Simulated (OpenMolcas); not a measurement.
# One shape, several levels: singlet C2H6B−

Wanted: a comparison of 6 runs (HF/3-21G, B3LYP/6-31G*, SVWN5/def2-SVPD, TPSS/def2-SVPD, CCSD(T)/def2-SVPD) of singlet C2H6B−. 

Program for the calculation: OpenMolcas 26.06.

1 further run of the same task is left out (set aside as unsound or not needed).

## Step 1: Starting point

C2H6B−: 9 atoms, total charge -1, spin state singlet. As SMILES of the parent species, `[BH]CC`. The shape is that of a PBE0-D4/def2-TZVP optimisation. This is one conformer, not always the lowest. That shape belongs to the parent species and isn't relaxed for this state.

Bond lengths: B1–C2 1.537 Å, C2–C3 1.524 Å, B1–H4 1.197 Å, C2–H5 1.103 Å, C2–H6 1.103 Å, C3–H7 1.093 Å, C3–H8 1.092 Å, C3–H9 1.092 Å. Some angles: B1–C2–C3 119.1°, B1–C2–H5 105.7°, B1–C2–H6 105.7°, C3–C2–H5 110.9°, C3–C2–H6 110.9°, C2–B1–H4 127.6°, C2–C3–H7 111.8°, C2–C3–H8 110.9°, C2–C3–H9 110.9°, H5–C2–H6 103.0°.

## Step 2: A single-point energy at HF/3-21G (run 1)

Contents of test.inp:

```
>>> EXPORT MOLCAS_PRINT=2

&GATEWAY
  BasLib = $CurrDir
  Coord
  9
  angstrom
  B       -1.415300       0.517300      -0.623600
  C        0.077500       0.346900      -0.300600
  C        0.504700      -0.731500       0.688600
  H       -1.915600       1.307200      -1.370300
  H        0.580700       0.211000      -1.273200
  H        0.428600       1.341200       0.024500
  H        1.588300      -0.746200       0.828800
  H        0.197300      -1.721000       0.344100
  H        0.042200      -0.571000       1.664600
  Basis = 3-21G
  Group = NoSym

&SEWARD

&SCF
  Charge = -1
  Thresholds = 1e-10 1e-07 1e-07 1e-05
  PrOrbitals = 1
```

The basis set 3-21G is read from a file made from the Basis Set Exchange's data (not shown).

The run is started by

```sh
$ export MOLCAS_MEM=1860
$ pymolcas test.inp > test.log
```

Log:

```text
--- Start Module: gateway ---
[...]
--- Stop Module: gateway /rc=_RC_ALL_IS_WELL_ ---
--- Start Module: seward ---
[...]
      Basis functions           39
--- Stop Module: seward /rc=_RC_ALL_IS_WELL_ ---
--- Start Module: scf ---
[...]
       Convergence after  15 Iterations
[...]
::    Total SCF energy                               -103.1551181117
[...]
      Total spin, S                                     0.0000000000
[...]
      Total electronic charge=   24.000000
      Total            charge=   -1.000000
[...]
      Dipole Moment (debye):
      Origin of the operator (angstrom)=   -0.1867    0.0219   -0.0485
                   X=  6.3963E+00               Y= -6.1263E-01               Z=  1.2810E+00           Total=  6.5521E+00
      Center of Charge (angstrom)
[...]
--- Stop Module: scf /rc=_RC_ALL_IS_WELL_ ---
[...]
```

It took 1.7 s on 1 thread of Intel Xeon 6975P-C (Granite Rapids), shared host; peak memory 0.37 GiB.

## Step 3: The energy at B3LYP/6-31G(d) (spherical functions) (run 2)

Contents of calc.input:

```
&GATEWAY
 BasLib
 $CurrDir
 Coord
 9
 bohr
 B     -2.67452938     0.97755532    -1.17843321
 C      0.14645377     0.65554599    -0.56805167
 C      0.95374478    -1.38233466     1.30126541
 H     -3.61995936     2.47024999    -2.58949171
 H      1.09736396     0.39873221    -2.40599930
 H      0.80993662     2.53450068     0.04629829
 H      3.00145200    -1.41011363     1.56620501
 H      0.37284296    -3.25221866     0.65025476
 H      0.07974644    -1.07903362     3.14563811
 Basis
 6-31Gs
 Group
 NoSym

&SEWARD
 GridInput
 Grid=UltraFine
 End of Grid

&SCF
 Charge
 -1
 KSDFT
 B3LYP
 Thresholds
 1e-10 1e-07 1e-07 1e-05
 PrOrbitals
 1 1
```

The basis set 6-31G* is read from a file made from the Basis Set Exchange's data (not shown).

The run is started by

```sh
$ export MOLCAS_MEM=1860
$ pymolcas calc.input > calc.log
```

Log:

```text
--- Start Module: gateway ---
[...]
--- Stop Module: gateway /rc=_RC_ALL_IS_WELL_ ---
--- Start Module: seward ---
[...]
      Basis functions           54
--- Stop Module: seward /rc=_RC_ALL_IS_WELL_ ---
[...]
--- Start Module: scf ---
[...]
       Convergence after  17 Iterations
[...]
::    Total KS-DFT energy                            -104.5195140521
[...]
      Total spin, S                                     0.0000000000
[...]
      Total electronic charge=   24.000000
      Total            charge=   -1.000000
[...]
      Dipole Moment (debye):
      Origin of the operator (angstrom)=   -0.1867    0.0219   -0.0485
                   X=  5.1493E+00               Y= -5.3593E-01               Z=  1.0686E+00           Total=  5.2862E+00
      Center of Charge (angstrom)
[...]
--- Stop Module: scf /rc=_RC_ALL_IS_WELL_ ---
[...]
```

Run time: 17 s. Hardware: 1 thread of Intel Xeon 6975P-C (Granite Rapids), shared host; peak memory 0.39 GiB.

Run 3 isn't shown in full; the table further down has it.

## Step 4: The energy at SVWN5/def2-SVPD (run 4)

Contents of input.xyz:

```xyz
9

B     -1.415300     0.517300    -0.623600
C      0.077500     0.346900    -0.300600
C      0.504700    -0.731500     0.688600
H     -1.915600     1.307200    -1.370300
H      0.580700     0.211000    -1.273200
H      0.428600     1.341200     0.024500
H      1.588300    -0.746200     0.828800
H      0.197300    -1.721000     0.344100
H      0.042200    -0.571000     1.664600
```

Contents of test.input:

```
* C2H6B Kohn-Sham DFT

&GATEWAY
 BASLIB
 $CurrDir
 COORD
 input.xyz
 BASIS
 def2-SVPD
 GROUP
 NoSym

&SEWARD
 GRIDINPUT
 Grid=UltraFine
 End of Grid

&SCF
 CHARGE
 -1
 KSDFT
 SVWN5
 THRESHOLDS
 1e-10 1e-07 1e-07 1e-05
 PRORBITALS
 1 2
```

The basis set def2-SVPD is read from a file made from the Basis Set Exchange's data (not shown).

The run is started by

```sh
$ export MOLCAS_MEM=1860
$ pymolcas test.input > test.log
```

Log:

```text
--- Start Module: gateway ---
[...]
--- Stop Module: gateway /rc=_RC_ALL_IS_WELL_ ---
--- Start Module: seward ---
[...]
      Basis functions          108
--- Stop Module: seward /rc=_RC_ALL_IS_WELL_ ---
[...]
--- Start Module: scf ---
[...]
       Convergence after  26 Iterations
[...]
::    Total KS-DFT energy                            -103.4356535024
[...]
      Total spin, S                                     0.0000000000
[...]
      Total electronic charge=   24.000000
      Total            charge=   -1.000000
[...]
      Dipole Moment (debye):
      Origin of the operator (angstrom)=   -0.1867    0.0219   -0.0485
                   X=  5.6422E+00               Y=  5.0173E-01               Z=  2.2240E-01           Total=  5.6688E+00
      Center of Charge (angstrom)
[...]
--- Stop Module: scf /rc=_RC_ALL_IS_WELL_ ---
[...]
```

Run time: 45 s. Hardware: 1 thread of Intel Xeon 6975P-C (Granite Rapids), shared host; peak memory 0.63 GiB.

Run 5 isn't shown in full; the table further down has it.

## Step 5: A single-point energy at CCSD(T)/def2-SVPD (Cholesky decomposition) (run 6)

Contents of test.inp:

```
&GATEWAY
BasLib = $CurrDir
Coord
9
angstrom
B       -1.415300       0.517300      -0.623600
C        0.077500       0.346900      -0.300600
C        0.504700      -0.731500       0.688600
H       -1.915600       1.307200      -1.370300
H        0.580700       0.211000      -1.273200
H        0.428600       1.341200       0.024500
H        1.588300      -0.746200       0.828800
H        0.197300      -1.721000       0.344100
H        0.042200      -0.571000       1.664600
Basis = def2-SVPD
Group = NoSym
&SEWARD
High
&SCF
Charge = -1
Thresholds = 1e-10 1e-07 1e-07 1e-05
PrOrbitals = 1 2
&CHCC
Frozen = 3
Threshold = 1e-08
MaxIterations = 80
&CHT3
Frozen = 3
```

The basis set def2-SVPD is read from a file made from the Basis Set Exchange's data (not shown).

The run is started by

```sh
$ export MOLCAS_MEM=1860
$ pymolcas test.inp > test.log
```

Log:

```text
--- Start Module: gateway ---
[...]
--- Stop Module: gateway /rc=_RC_ALL_IS_WELL_ ---
[...]
      Basis functions          108
[...]
       Convergence after  17 Iterations
[...]
::    Total SCF energy                               -103.7029811905
[...]
      Total spin, S                                     0.0000000000
[...]
      Total electronic charge=   24.000000
      Total            charge=   -1.000000
[...]
      Dipole Moment (debye):
      Origin of the operator (angstrom)=   -0.1867    0.0219   -0.0485
                   X=  7.4065E+00               Y=  2.1834E-01               Z=  6.7526E-01           Total=  7.4404E+00
      Center of Charge (angstrom)
[...]
--- Start Module: chcc ---
[...]
--- Stop Module: chcc /rc=_RC_ALL_IS_WELL_ ---
[...]
--- Start Module: cht3 ---
[...]
--- Stop Module: cht3 /rc=_RC_ALL_IS_WELL_ ---
[...]
```

Wall time 12 min (1 thread of Intel Xeon 6975P-C (Granite Rapids), shared host); peak memory 0.22 GiB.

## Step 6: Overview of the runs

```csv
run,level,integration grid,Cartesian functions,energy (Eh),HOMO energy (eV),LUMO energy (eV),HOMO–LUMO gap (eV),wall time
1,HF/3-21G,–,no,-103.155118,1.80,10.34,8.54,1.7 s
2,B3LYP/6-31G* (spherical functions),UltraFine,no,-104.519514,4.14,6.26,2.12,17 s
3,B3LYP/6-31G* (Cartesian functions),UltraFine,yes,-104.521398,4.14,6.26,2.12,18 s
4,SVWN5/def2-SVPD,UltraFine,no,-103.435654,2.37,3.04,0.68,45 s
5,TPSS/def2-SVPD,UltraFine,no,-104.516043,2.57,3.63,1.06,86 s
6,CCSD(T)/def2-SVPD (Cholesky decomposition),–,no,-104.173454,0.27,6.67,6.40,12 min
```

## Step 7: What came out

```
                                                    quantity          value
                                         run 6: total energy  -104.17345 Eh
                  run 6: HOMO energy (Hartree–Fock orbitals)        0.27 eV
                  run 6: LUMO energy (Hartree–Fock orbitals)        6.67 eV
run 6: HOMO–LUMO gap (to an unbound level, set by the basis)        6.40 eV
          run 6: correlation energy (3 core orbitals frozen)     -470.5 mEh
                                       run 6: (T) correction     -16.52 mEh
```

Over runs 1, 2, 3, 4, 5 the HOMO–LUMO gap runs from 0.68 eV (SVWN5/def2-SVPD) to 8.54 eV (HF/3-21G). The two ends differ in method and basis. The empty levels of an anion lie above zero and hang on the basis. Totals of different functionals can't be ranked against each other. In runs 1, 2, 3, 4, 5, 6 the HOMO lies above zero, so the outermost electron may be held by the basis alone. All runs together took 14 min, the longest 12 min.
